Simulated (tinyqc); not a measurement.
Inside a calculation. Method: UHF in the sto-3g basis, for CH3+, spin multiplicity 1. One step of it, computed by the program tinyqc.

Problem. Orthogonalisation. S = U s U^T; canonical form X = U s^(-1/2), so that X^T S X = 1. Each column of U has its largest component positive (the first on a tie).

overlap S, lower triangle:
```
           1C 1s     1C 2s     1C 2px     1C 2py     1C 2pz     2H 1s     3H 1s     4H 1s
1C 1s   1.000000
1C 2s   0.248362  1.000000
1C 2px  0.000000  0.000000   1.000000
1C 2py  0.000000  0.000000   0.000000   1.000000
1C 2pz  0.000000  0.000000   0.000000   0.000000   1.000000
2H 1s   0.045388  0.415447   0.415665   0.000000  -0.038128  1.000000
3H 1s   0.045452  0.415769  -0.207881   0.360214  -0.038168  0.098552  1.000000
4H 1s   0.045452  0.415769  -0.207881  -0.360214  -0.038168  0.098552  0.098584  1.000000
```

Give: eigenvalues of S; X.

Solution.

eigenvalues of S: 0.340  0.439  0.439  0.961  1.012  1.462  1.463  1.885

X:
```
             1       2       3       4       5       6       7       8
1C 1s   -0.360   0.000  -0.001   0.847   0.451   0.000   0.000   0.180
1C 2s    1.294   0.000   0.002  -0.042   0.070   0.000   0.000   0.475
1C 2px  -0.002   0.000   1.014   0.000   0.000   0.612   0.000   0.000
1C 2py   0.000   1.015   0.000   0.000   0.000   0.000   0.612   0.000
1C 2pz  -0.106   0.000   0.000  -0.488   0.869   0.000   0.000  -0.039
2H 1s   -0.611   0.000  -0.913  -0.167  -0.089   0.454   0.000   0.301
3H 1s   -0.614  -0.790   0.455  -0.167  -0.089  -0.227   0.393   0.301
4H 1s   -0.614   0.790   0.455  -0.167  -0.089  -0.227  -0.393   0.301
```
